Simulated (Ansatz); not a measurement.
**RbOs3: from a trial structure to a relaxed crystal**

These are results of Ansatz 0.2.0, DFT PBE, scalar-relativistic, plane waves, PAW, not measurements. Cutoff 420 eV, Γ-centred k mesh, Gaussian smearing, no spin polarisation in the final step.

The start is a random cell of RbOs3 with space group Pmm2 (No. 25), drawn with lower limits on the distances.

```xyz
4
Lattice="3.8076 0.0000 0.0000 0.0000 4.1960 0.0000 0.0000 0.0000 6.1207" Properties=species:S:1:pos:R:3 pbc="T T T"
Rb    0.0000    0.0000    0.9780
Os    0.8730    2.0980    4.0805
Os    2.9346    2.0980    4.0805
Os    1.9038    0.0000    2.5856
```

Cell and atoms relax at zero pressure; the relaxation can't lower the symmetry of the start. After a coarse first stage the cell is made exact in the group found at 0.06 Å.

The zero of energy is the elements' standard structures at the same level; no fitted shifts are applied.

Question: Describe the relaxed structure.

Answer: It keeps Pmm2 (No. 25). Conventional cell: a = 3.697 Å, b = 5.057 Å, c = 6.334 Å. Rb has 2 Os at 3.53 Å, 2 Rb at 3.70 Å and 8 Os at 3.75–3.95 Å; around Os on Wyckoff site h (2 atoms of the primitive cell) lie 3 Os at 2.36–2.43 Å and 1 Os at 2.70 Å; around Os on Wyckoff site b (1 atom of the primitive cell) lie 4 Os at 2.43 Å.

```cif
data_structure
_symmetry_space_group_name_H-M 'Pmm2'
_symmetry_Int_Tables_number 25
_cell_length_a 3.6974
_cell_length_b 5.0570
_cell_length_c 6.3340
_cell_angle_alpha 90.000
_cell_angle_beta 90.000
_cell_angle_gamma 90.000
_cell_volume 118.43
loop_
_atom_site_label
_atom_site_type_symbol
_atom_site_symmetry_multiplicity
_atom_site_Wyckoff_symbol
_atom_site_fract_x
_atom_site_fract_y
_atom_site_fract_z
_atom_site_occupancy
Rb1 Rb 1 a 0.00000 0.00000 0.87823 1
Os1 Os 2 h 0.50000 0.23300 0.35885 1
Os2 Os 1 b 0.00000 0.50000 0.48852 1
```

Question: What are its volume, energy, density and gap?

Answer: The volume per atom is 29.61 Å³ and the density is 9.20 g/cm³. The energy over the elements is 1.44 eV/atom and the gap on the 12×10×8 mesh is 0 eV (a metal).

The final run used a 12×10×8 mesh on its 4-atom cell and 0.10 eV smearing. The k mesh leaves about 4 meV/atom of noise in metals. Spin–orbit coupling is left out. Symmetry constrained the relaxation, so the result can be a saddle point. The steps took of the order of 4 core-minutes in all.